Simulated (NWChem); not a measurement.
# CH2BN (BH2(CN)) at 5 levels

Wanted: a comparison of 5 runs (HF/STO-3G, TPSSh/6-31G, B3LYP/6-31G*, PBE0/def2-SVP, r2SCAN/def2-TZVP) of CH2BN (BH2(CN)). 

The results are computed with NWChem 7.3.0.

## Step 1: Starting point

CH2BN: 5 atoms, total charge 0, spin state singlet. SMILES: `[H]B([H])C#N`. The shape is that of a GFN2-xTB optimisation.

Bond lengths: B1–C4 1.511 Å, C4–N5 1.149 Å, B1–H2 1.166 Å, B1–H3 1.166 Å. Angles: B1–C4–N5 180.0°, H2–B1–C4 118.9°, H3–B1–C4 118.9°, H2–B1–H3 122.2°.

## Step 2: Energy and gradient at HF/STO-3G (run 1)

The input, run.py:

```python
from ase import Atoms
from ase.calculators.nwchem import NWChem

molecule = Atoms(['B', 'H', 'H', 'C', 'N'], positions=[
    [0.303740, 0.527560, 0.008500],
    [1.468860, 0.505990, 0.058320],
    [-0.298270, 1.526000, -0.026970],
    [-0.450670, -0.781610, -0.012050],
    [-1.023660, -1.777940, -0.027800],
])

calc = NWChem(
    label='work',
    theory='scf',
    memory='2200 mb',
    basis='STO-3G',
    basispar='spherical bse',
    scf={'nopen': '0', 'rhf': None, 'thresh': '1e-08', 'maxiter': '80'},
)
molecule.calc = calc

forces = molecule.get_forces()
print(f"energy = {molecule.get_potential_energy():.6f} eV")
print("forces (eV/A):")
for s, f in zip(molecule.symbols, forces):
    print(f"{s:2s} {f[0]:10.5f} {f[1]:10.5f} {f[2]:10.5f}")
print("dipole (e A):", molecule.get_dipole_moment().round(4))
```

Started as:

```
$ export ASE_NWCHEM_COMMAND="nwchem PREFIX.nwi > PREFIX.nwo"
$ python run.py
```

Output:

```text
energy = -3174.003188 eV
forces (eV/A):
B     0.32041    0.56143    0.00396
H    -0.16532    0.09765   -0.00627
H     0.16789   -0.09580    0.00982
C     0.54363    0.93958    0.01630
N    -0.86667   -1.50291   -0.02381
dipole (e A): [0.2351 0.4086 0.0066]
```

The calculator wrote work.nwi:

```
title "work"

permanent_dir work

scratch_dir work

start work

geometry units angstrom nocenter noautosym noautoz
  B  3.0374000000000001e-01 5.2756000000000003e-01 8.5000000000000006e-03
  H  1.4688600000000001e+00 5.0599000000000005e-01 5.8319999999999997e-02
  H  -2.9826999999999998e-01 1.5260000000000000e+00 -2.6970000000000001e-02
  C  -4.5067000000000002e-01 -7.8161000000000003e-01 -1.2050000000000000e-02
  N  -1.0236600000000000e+00 -1.7779400000000001e+00 -2.7799999999999998e-02
end

memory 2200 mb

basis spherical bse noprint
   * library STO-3G
end

scf
  nopen 0
  rhf
  thresh 1e-08
  maxiter 80
end

task scf gradient
```

work.nwo (excerpt; [...] marks lines left out):

```text
[...]
      One-electron energy =   -249.771202016972
[... 1 line left out ...]
 Nuclear repulsion energy =     46.535009690797
[... 25 lines left out ...]
                       ROHF Final Molecular Orbital Analysis
[... 157 lines left out ...]
     1   1 0 0      0.444319      0.000000    -13.568894
[...]
  wavefunction    =   RHF
                         RHF ENERGY GRADIENTS
    atom               coordinates                        gradient
                 x          y          z           x          y          z
   1 B       0.573985   0.996944   0.016063   -0.006231  -0.010918  -0.000077
   2 H       2.775743   0.956182   0.110209    0.003215  -0.001899   0.000122
   3 H      -0.563649   2.883722  -0.050966   -0.003265   0.001863  -0.000191
   4 C      -0.851643  -1.477029  -0.022771   -0.010572  -0.018272  -0.000317
   5 N      -1.934437  -3.359819  -0.052534    0.016854   0.029227   0.000463
[...]
```

Run time: 1.8 s. Hardware: 1 thread of Intel Xeon Platinum 8259CL at 2.50GHz (Skylake/Cascade Lake), shared host; peak memory 0.1 GiB.

## Step 3: Energy and forces at TPSSh/6-31G (run 2)

The input, run.py:

```python
from ase import Atoms
from ase.calculators.nwchem import NWChem

atoms = Atoms(['B', 'H', 'H', 'C', 'N'], positions=[
    [0.303740, 0.527560, 0.008500],
    [1.468860, 0.505990, 0.058320],
    [-0.298270, 1.526000, -0.026970],
    [-0.450670, -0.781610, -0.012050],
    [-1.023660, -1.777940, -0.027800],
])

calc = NWChem(
    label='ch2bn',
    theory='dft',
    memory='2200 mb',
    basis='6-31G',
    basispar='spherical bse',
    dft={'xc': 'xctpssh', 'mult': '1', 'grid': 'xfine', 'convergence': 'energy 1e-08', 'iterations': '100', 'mulliken': None, 'print': 'low'},
)
atoms.calc = calc

forces = atoms.get_forces()
e = atoms.get_potential_energy()
print(f"E = {e:.6f} eV")
print("forces (eV/A):")
for s, f in zip(atoms.symbols, forces):
    print(f"{s:2s} {f[0]:10.5f} {f[1]:10.5f} {f[2]:10.5f}")
```

Started as:

```
$ export ASE_NWCHEM_COMMAND="nwchem PREFIX.nwi > PREFIX.nwo"
$ python run.py
```

Output:

```text
E = -3233.877405 eV
forces (eV/A):
B    -0.13560   -0.23094   -0.00699
H     0.55983    0.04489    0.02479
H    -0.24091    0.50615   -0.01383
C     1.76511    3.06496    0.04957
N    -1.94843   -3.38506   -0.05353
```

The calculator wrote ch2bn.nwi:

```
title "ch2bn"

permanent_dir ch2bn

scratch_dir ch2bn

start ch2bn

geometry units angstrom nocenter noautosym noautoz
  B  3.0374000000000001e-01 5.2756000000000003e-01 8.5000000000000006e-03
  H  1.4688600000000001e+00 5.0599000000000005e-01 5.8319999999999997e-02
  H  -2.9826999999999998e-01 1.5260000000000000e+00 -2.6970000000000001e-02
  C  -4.5067000000000002e-01 -7.8161000000000003e-01 -1.2050000000000000e-02
  N  -1.0236600000000000e+00 -1.7779400000000001e+00 -2.7799999999999998e-02
end

memory 2200 mb

basis spherical bse noprint
   * library 6-31G
end

dft
  xc xctpssh
  mult 1
  grid xfine
  convergence energy 1e-08
  iterations 100
  mulliken
  print low
end

task dft gradient
```

ch2bn.nwo:

```text
Northwest Computational Chemistry Package (NWChem) 7.3.0
             --------------------------------------------------------

           Job information
           ---------------

    nwchem branch   = 7.3.0
    use scalapack   = T
    input           = ch2bn.nwi
    prefix          = ch2bn.
    data base       = ch2bn/ch2bn.db
    status          = startup
    nproc           =        1

           Memory information
           ------------------

    heap     =     72089594 doubles =      550.0 Mbytes
    stack    =     72089599 doubles =      550.0 Mbytes
    global   =    144179200 doubles =     1100.0 Mbytes (distinct from heap & stack)
    total    =    288358393 doubles =     2200.0 Mbytes
    verify   = yes
    hardfail = no

           Directory information
           ---------------------

  0 permanent = ch2bn
  0 scratch   = ch2bn

                                NWChem Input Module
                                -------------------

                                       ch2bn
                                       -----

[... 26 lines left out ...]
            Nuclear Dipole moment (a.u.)
[... 66 lines left out ...]
   convergence    iter        energy       DeltaE   RMS-Dens  Diis-err    time
[... 11 lines left out ...]
         Total DFT energy =     -118.842803602928
      One electron energy =     -250.892321298463
           Coulomb energy =      102.600890513740
    Exchange-Corr. energy =      -17.086382509002
 Nuclear repulsion energy =       46.535009690797
[... 17 lines left out ...]
     -------------------------------------------
      Total Density - Lowdin Population Analysis
     -------------------------------------------

    Atom       Charge   Shell Charges
 -----------   ------   -------------------------------------------------------
    1 B    5     4.96   1.99  0.49  1.26  0.42  0.80
    2 H    1     0.96   0.51  0.45
    3 H    1     0.96   0.51  0.45
    4 C    6     6.11   1.99  0.61  1.87  0.43  1.20
    5 N    7     7.01   2.00  0.81  2.11  0.69  1.41

                         DFT ENERGY GRADIENTS

    atom               coordinates                        gradient
                 x          y          z           x          y          z
   1 B       0.573985   0.996944   0.016063    0.002637   0.004491   0.000136
   2 H       2.775743   0.956182   0.110209   -0.010887  -0.000873  -0.000482
   3 H      -0.563649   2.883722  -0.050966    0.004685  -0.009843   0.000269
   4 C      -0.851643  -1.477029  -0.022771   -0.034326  -0.059604  -0.000964
   5 N      -1.934437  -3.359819  -0.052534    0.037891   0.065829   0.001041

 Task  times  cpu:       10.0s     wall:       10.0s
 Total times  cpu:       10.0s     wall:       10.0s
```

It took 11 s on 1 thread of Intel Xeon Platinum 8259CL at 2.50GHz (Skylake/Cascade Lake), shared host; peak memory 0.12 GiB.

Runs 3 to 4 aren't shown in full; the table further down has their settings and results.

## Step 4: Energy and gradient at r2SCAN/def2-TZVP (run 5)

The input, struct.nw:

```
start struct
title "CH2BN r2SCAN"
memory stack 880 mb heap 220 mb global 1100 mb

geometry noautosym nocenter noautoz
B     0.303740    0.527560    0.008500
H     1.468860    0.505990    0.058320
H    -0.298270    1.526000   -0.026970
C    -0.450670   -0.781610   -0.012050
N    -1.023660   -1.777940   -0.027800
end

basis spherical bse
B library def2-TZVP
H library def2-TZVP
C library def2-TZVP
N library def2-TZVP
end

dft
xc r2scan
grid fine
convergence energy 1e-08
iterations 100
mulliken
end

task dft gradient
```

Started as:

```
$ nwchem struct.nw > struct.out
```

Output:

```text
[...]
          Wavefunction type:  closed shell.
          No. of atoms     :     5
          No. of electrons :    20
[...]
          Charge           :     0
          Spin multiplicity:     1
[...]
          AO basis - number of functions:   105
[...]
              XC Information
              --------------
                      r^2SCAN Method XC Functional
               r^2SCAN metaGGA Exchange Functional  1.000
                     r^2SCAN Correlation Potential  1.000
[...]
 d= 0,ls=0.0,diis     1   -118.7737306701 -1.65D+02  9.05D-03  4.85D-01     3.0
[...]
 d= 0,ls=0.0,diis    11   -118.8358580360 -2.96D-10  2.48D-08  8.47D-12    26.3
         Total DFT energy =     -118.835858035978
      One electron energy =     -251.086502192516
           Coulomb energy =      102.714955246676
    Exchange-Corr. energy =      -16.999320780935
 Nuclear repulsion energy =       46.535009690797
[...]
      Total Density - Mulliken Population Analysis
     ---------------------------------------------
    Atom       Charge   Shell Charges
 -----------   ------   -------------------------------------------------------
    1 B    5     4.95   0.92  1.06  0.54  0.51  0.04  0.97  0.77  0.08  0.03  0.03  0.01
    2 H    1     0.95   0.27  0.50  0.18  0.01
    3 H    1     0.95   0.27  0.50  0.18  0.01
    4 C    6     6.10   0.86  1.11  0.57  0.60  0.06  1.29  1.23  0.30  0.02  0.03  0.02
    5 N    7     7.04   0.82  1.15  0.63  0.83  0.28  1.42  1.32  0.55  0.01  0.03  0.00
[...]
  wavefunction    = closed shell
                         DFT ENERGY GRADIENTS
    atom               coordinates                        gradient
                 x          y          z           x          y          z
   1 B       0.573985   0.996944   0.016063    0.003156   0.005392   0.000148
   2 H       2.775743   0.956182   0.110209   -0.011013   0.000061  -0.000495
   3 H      -0.563649   2.883722  -0.050966    0.005555  -0.009488   0.000304
   4 C      -0.851643  -1.477029  -0.022771   -0.008621  -0.014905  -0.000258
   5 N      -1.934437  -3.359819  -0.052534    0.010923   0.018939   0.000301
[...]
```

It took 42 s on 1 thread of Intel Xeon Platinum 8259CL at 2.50GHz (Skylake/Cascade Lake), shared host; peak memory 0.12 GiB.

## Step 5: Overview of the runs

| run | level | iteration cap | module | energy (Eh) | dipole moment (D) | HOMO energy (eV) | LUMO energy (eV) | wall time |
| --- | --- | --- | --- | --- | --- | --- | --- | --- |
| 1 | HF/STO-3G | 80 | scf | -116.642467 | 2.26 | -11.34 | 4.23 | 1.8 s |
| 2 | TPSSh/6-31G | 100 | dft | -118.842804 | – | – | – | 11 s |
| 3 | B3LYP/6-31G* (Cartesian functions) | 100 | dft | -118.875061 | 2.52 | – | – | 14 s |
| 4 | PBE0/def2-SVP | 100 | dft | -118.621357 | 2.55 | -9.71 | -3.25 | 14 s |
| 5 | r2SCAN/def2-TZVP | 100 | dft | -118.835858 | 2.68 | -8.69 | -4.04 | 42 s |

## Step 6: What came out

| quantity | value |
| --- | --- |
| run 5: total energy | -118.83586 Eh |
| run 5: dipole moment | 2.68 D |
| run 5: HOMO energy | -8.69 eV |
| run 5: LUMO energy | -4.04 eV |
| run 5: HOMO–LUMO gap | 4.66 eV |
| run 5: largest force on an atom | 1.124 eV/Å |

In words: Over runs 1, 3, 4, 5 the dipole moment (its size) runs from 2.26 D (HF/STO-3G) to 2.68 D (r2SCAN/def2-TZVP). The two ends differ in method and basis. Over runs 1, 4, 5 the HOMO–LUMO gap runs from 4.66 eV (r2SCAN/def2-TZVP) to 15.57 eV (HF/STO-3G). Totals of different functionals can't be ranked against each other. In run 1 the basis is minimal, so the values are rough. All runs together took 84 s, the longest 42 s.
